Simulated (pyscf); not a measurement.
This saddle point was located with ωB97X-D3(BJ)/def2-SVP in PySCF.

```xyz
9

C     -1.7264    -1.2002     0.3162
In    -0.0627     0.1242     0.1235
H     -1.3963    -2.2479     0.3645
H     -2.3872    -1.0694    -0.5528
H     -2.2934    -0.9648     1.2295
H     -0.6662     1.8784    -0.2429
H      1.5836     0.1665     0.5757
Cl    -0.0696     0.7917    -2.5264
H     -0.4730     1.6207    -1.3636
```
Charge 0, spin multiplicity 1.

Surface: singlet, charge 0. Lowest wavenumbers (cm⁻¹): 962i, 49, 93, 221, 321.

### Question
What reaction is this the transition state of?

### Answer
H₃C–InH₂ + hydrogen chloride (HCl) ⇌ H₃C–InH–Cl + hydrogen (H₂), a four-centre exchange read from left to right: H–In, Cl–H broken and Cl–In, H–H formed. At ωB97M-D3(BJ)/def2-TZVP it lies +2.1 kcal/mol from the left side and +30.0 kcal/mol from the right (each side as separated species at their lowest minima found). On the reactant side the descent ends in an adduct with a Cl–In contact, 7.2 kcal/mol under the separated species and 5.8 kcal/mol under the saddle at ωB97X-D3(BJ)/def2-TZVP. What is counted as formed (Cl–In) is already present as a longer contact in the reactant adduct; forming that adduct is a step of its own. At ωB97X-D3(BJ)/def2-TZVP the barrier from the zero used here is -1.4 kcal/mol. This is the saddle that the search found; another between the same sides may lie lower. Elements past Kr carry the def2 core potentials, without spin-orbit coupling.
